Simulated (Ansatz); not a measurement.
Mulliken charges of `C#CC` from r2SCAN/def2-TZVPP in Ansatz (PBE0-D4/def2-TZVP geometry).

| atom | x (Å) | y (Å) | z (Å) | charge (e) |
| --- | --- | --- | --- | --- |
| C1 | -1.339 | -0.680 | -0.798 | 0.097 |
| C2 | -0.388 | -0.207 | -0.239 | -0.361 |
| C3 | 0.761 | 0.364 | 0.435 | -0.199 |
| H4 | -2.182 | -1.099 | -1.293 | 0.229 |
| H5 | 1.268 | 1.089 | -0.205 | 0.078 |
| H6 | 0.459 | 0.876 | 1.352 | 0.078 |
| H7 | 1.481 | -0.413 | 0.703 | 0.078 |

By hand: the dipole of these point charges (1 e Å = 4.8032 D).

Σ q r = (-0.391, -0.194, -0.229) e Å, of length 0.493 e Å = 2.37 D.

How does the dipole of the full density compare? (An estimate is asked.)

Ansatz gave: (0.145, 0.072, 0.085) e Å, 0.88 D; the point charges give 2.69 times that, at 180° from its direction, so they point the opposite way.

Point charges leave out the atoms' own dipoles, such as those of lone pairs, and Mulliken's split depends on the basis, so the two needn't agree.
